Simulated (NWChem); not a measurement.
Program: NWChem. System: thiophene (C₄H₄S), charge 0, spin multiplicity 1, at a geometry optimised with PBE/def2-SVP. Level: MP2/def2-TZVP, 9 core orbitals frozen.

Part of the output:

```
             Northwest Computational Chemistry Package (NWChem) 7.3.0
             --------------------------------------------------------

                                NWChem Input Module
                                -------------------

 Scaling coordinates for geometry "geometry" by  1.889725989
 (inverse scale =  0.529177249)

 Turning off AUTOSYM since
 SYMMETRY directive was detected!

                             Geometry "geometry" -> ""
                             -------------------------

 Output coordinates in angstroms (scale by  1.889725989 to convert to a.u.)

  No.       Tag          Charge          X              Y              Z
 ---- ---------------- ---------- -------------- -------------- --------------
    1 C                    6.0000    -0.71520900     0.00000000    -1.28034600
    2 C                    6.0000     0.71520900     0.00000000    -1.28034600
    3 C                    6.0000     1.24530300     0.00000000    -0.00401100
    4 S                   16.0000     0.00000000     0.00000000     1.19965700
    5 C                    6.0000    -1.24530300     0.00000000    -0.00401100
    6 H                    1.0000    -1.33287900     0.00000000    -2.18932600
    7 H                    1.0000     1.33287900     0.00000000    -2.18932600
    8 H                    1.0000     2.29983900     0.00000000     0.29821300
    9 H                    1.0000    -2.29983900     0.00000000     0.29821300

 Effective nuclear repulsion energy (a.u.)     200.9789379053

            Nuclear Dipole moment (a.u.)
            ----------------------------
        X                 Y               Z
 ---------------- ---------------- ----------------
     0.0000000000     0.0000000000     0.0000037795

      Symmetry information
      --------------------

 Group name             C2v
 Group number             16
 Group order               4
 No. of unique centers     5

      Symmetry unique atoms

     1    3    4    6    8


 Summary of "ao basis" -> "" (spherical)
 ------------------------------------------------------------------------------
       Tag                 Description            Shells   Functions and Types
 ---------------- ------------------------------  ------  ---------------------
 *                         def2-tzvp                  on all atoms

 Summary of "ao basis" -> "ao basis" (spherical)
 ------------------------------------------------------------------------------
[...]
     2   2 0 0    -23.312106      0.000000    138.840457
     2   1 1 0      0.000000      0.000000      0.000000
     2   1 0 1     -0.000000      0.000000      0.000000
     2   0 2 0    -30.775097      0.000000      0.000000
     2   0 1 1     -0.000000      0.000000      0.000000
     2   0 0 2    -26.027874      0.000000    187.347365

                   NWChem MP2 Semi-direct Energy/Gradient Module
                   ---------------------------------------------

  Basis functions       =    185
  Molecular orbitals    =    185
  Frozen core           =      9
  Frozen virtuals       =      0
  Active alpha occupied =     13
  Active beta occupied  =     13
  Active alpha virtual  =    163
  Active beta virtual   =    163
  Use MO symmetry       = T
  Use skeleton AO sym   = T

  AO/Fock/Back tols     =   1.0D-09  1.0D-09  1.0D-09

 GA uses MA = F    GA memory limited = T

 Available:
  local mem=  1.26D+08
 global mem=  1.44D+08
 local disk=  0.00D+00
  mp2_memr nvloc                   163
  nvloc new                   163
   1 passes of  13:        5242880                     175726                 122190883.
   1 passes of  13: M    126147717           G      144110750           F     120904837.
  mp2_memr nvloc                   163
  nvloc new                   163
   2 passes of   7:        5242880                     126846                  65822093.
   2 passes of   7: M    126147717           G      144110750           F     120904837.

 Semi-direct pass number   1 of   2  for RHF alpha+beta  at       14.4s
  vrange nnbf                 16952
  mp2_eaftype                   251  avail_ma_in_mb                  1099
 EAF : mp2_eaftype filesize         251   32911046.
  mp2_eaf for mointskh                    251
Node 0 wrote    154.7 Mb in      0.2 s     Agg I/O rate:   664.7 Mb/s
 Done moints_semi at       38.2s
  mp2_eaftype                   251  avail_ma_in_mb                   848
 EAF : mp2_eaftype filesize         251   32911046.
  mp2_eaf for kh                   251
 Done maket at       38.9s
 Semi-direct pass number   2 of   2  for RHF alpha+beta  at       38.9s
  vrange nnbf                 16952
  mp2_eaftype                   251  avail_ma_in_mb                   848
 EAF : mp2_eaftype filesize         251   32911046.
  mp2_eaf for mointskh                    251
Node 0 wrote    132.6 Mb in      0.2 s     Agg I/O rate:   613.8 Mb/s
 Done moints_semi at       64.6s
  mp2_eaftype                   251  avail_ma_in_mb                   848
 EAF : mp2_eaftype filesize         251   32911046.
  mp2_eaf for kh                   251
 Done maket at       65.2s
 Done multipass loop at       65.2s

          -------------------------------------------
          SCF energy                -551.374054546987
          Correlation energy          -0.801293295433
          Singlet pairs               -0.494629500178
          Triplet pairs               -0.306663795255
          Total MP2 energy          -552.175347842420
          -------------------------------------------

          ---------------------------------------------------
                    Spin Component Scaled (SCS) MP2
          Same spin pairs                     -0.204442530170
          Same spin scaling factor             0.333333333333
          Opposite spin pairs                 -0.596850765263
          Opposite spin scaling fact.          1.200000000000
          SCS-MP2 correlation energy          -0.784368428372
          Total SCS-MP2 energy              -552.158422975359
          ---------------------------------------------------

 -----------------------
 Performance information
 -----------------------

 Timer overhead =  1.29D-07 seconds/call

               Nr. of calls         CPU time (s)                 Wall time (s)                GFlops
             ---------------    -------------------     ------------------------------   -------------------
Name         Min   Avg   Max    Min     Avg     Max     Min     Avg     Max   Mx/calls   Min     Max     Sum
mp2: moin     2     2     2    50.     50.     50.      50.     50.     50.     25.      0.0     0.0     0.0
mp2: make     2     2     2    1.2     1.2     1.2      1.2     1.2     1.2    0.61      0.0     0.0     0.0
mp2: tota     1     1     1    51.     51.     51.      51.     51.     51.     51.      0.0     0.0     0.0

 The average no. of pstat calls per process was 5.00D+00
 with a timing overhead of 6.44D-07s

 Task  times  cpu:       65.2s     wall:       65.2s

 Total times  cpu:       65.2s     wall:       65.2s
```

Problem. Write an NWChem input that would produce this output.

Solution. One answer among several that fit: 
```
start mol
memory heap 200 mb stack 900 mb global 1100 mb
geometry units angstroms nocenter noautoz
  C     -0.715209     0.000000    -1.280346
  C      0.715209     0.000000    -1.280346
  C      1.245303     0.000000    -0.004011
  S      0.000000     0.000000     1.199657
  C     -1.245303     0.000000    -0.004011
  H     -1.332879     0.000000    -2.189326
  H      1.332879     0.000000    -2.189326
  H      2.299839     0.000000     0.298213
  H     -2.299839     0.000000     0.298213
  symmetry group C2v
end
basis spherical
  * library def2-tzvp
end
scf
  rhf
  nopen 0
  maxiter 100
  thresh 1e-7
  semidirect memsize 60000000 filesize 0
end
mp2
  freeze core 9
end
task mp2 energy
```
